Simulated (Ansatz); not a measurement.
Energy needed to pull apart BH5S (SMILES [BH3-][SH2+]), singlet, into free ground-state atoms, from the structure below (displaced at random from a GFN2-xTB minimum); no zero-point or spin–orbit terms; open-shell atoms are treated unrestricted, in their ground-state multiplicity.

```
7
angstrom
B -0.4791 -0.3919 -0.5535
S 0.6675 1.0201 0.2445
H -1.5815 0.0282 -0.4923
H -0.2564 -1.3405 0.1740
H -0.0669 -0.4343 -1.6645
H 0.1604 0.9908 1.5046
H 1.7277 0.3965 0.3852
```

Program: Ansatz 0.2.0. Basis: def2-TZVPP. Cores are frozen in the correlated methods. B3LYP uses VWN-RPA correlation.

| method | atomization energy (kcal/mol) |
| --- | --- |
| PBE-D4 | ? |
| BLYP-D4 | 472.1 |
| r2SCAN-D4 | 477.9 |
| PBE0-D4 | 473.5 |
| B3LYP-D4 | ? |
| wB97M-V | 478.5 |
| HF | 356.7 |
| MP2 | 461.3 |
| CCSD | 459.1 |
| CCSD(T) | 463.7 |

Question: What does PBE-D4 give? (To be estimated.)

Answer: By the calculation: 476.5 kcal/mol, which is about 12.8 kcal/mol more than CCSD(T)/def2-TZVPP.

Question: What does B3LYP-D4 give? (An estimate is asked for; the value comes from the calculation.)

Answer: The calculation gives: 476.9 kcal/mol, which is about 13.2 kcal/mol more than CCSD(T)/def2-TZVPP.

In triple zeta the MP2 and coupled-cluster atomization energies are still short of their basis limit by a few kcal/mol a bond, whereas those of the functionals are nearly converged, so these differences are not deviations from converged CCSD(T).

The T1 diagnostic stays at or below 0.011.

For scale, one of the runs: CCSD(T)/def2-TZVPP forces, 143 basis functions (an equivalent command: `ansatz run in.yaml --threads 4`). Time: 34 s of wall clock on 4 CPU threads; the host was shared. Peak host memory: 1.5 GiB.
